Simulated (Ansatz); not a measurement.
System: rock-salt ZrC. Method: PBE (PAW; Ansatz, a first-principles code).

Run with plane-wave cutoff 520 eV, 16×16×16 k mesh, Fermi–Dirac smearing 0.1 eV, perturbation theory, scalar-relativistic PAW data made under PBE.

The cell has the measured lattice parameters. Conventional cell: a = 4.6920 Å, b = 4.6920 Å, c = 4.6920 Å, α = 90.00°, β = 90.00°, γ = 90.00°.

```
CELL_PARAMETERS angstrom
      0.00000     2.34600     2.34600
      2.34600     0.00000     2.34600
      2.34600     2.34600     0.00000
ATOMIC_POSITIONS crystal
  Zr 0.00000 0.00000 0.00000
  C  0.50000 0.50000 0.50000
```

Harmonic phonon frequencies (cm⁻¹; i marks an imaginary mode):

| q point | frequencies |
|---|---|
| Γ | 0 0 0 429 429 429 |
| X | [?] |
| U | [?] |
| L | 184 184 326 520 520 660 |
| W | 241 241 247 513 513 587 |

Problem. Complete the blanks.

Solution. 
- X, frequencies: 210 210 264 461 461 540
- U, frequencies: 205 252 261 492 535 573

No imaginary mode appears at these points.

Note: the cell isn't this level's own, so it is under some stress, which shifts stiffness and frequencies.
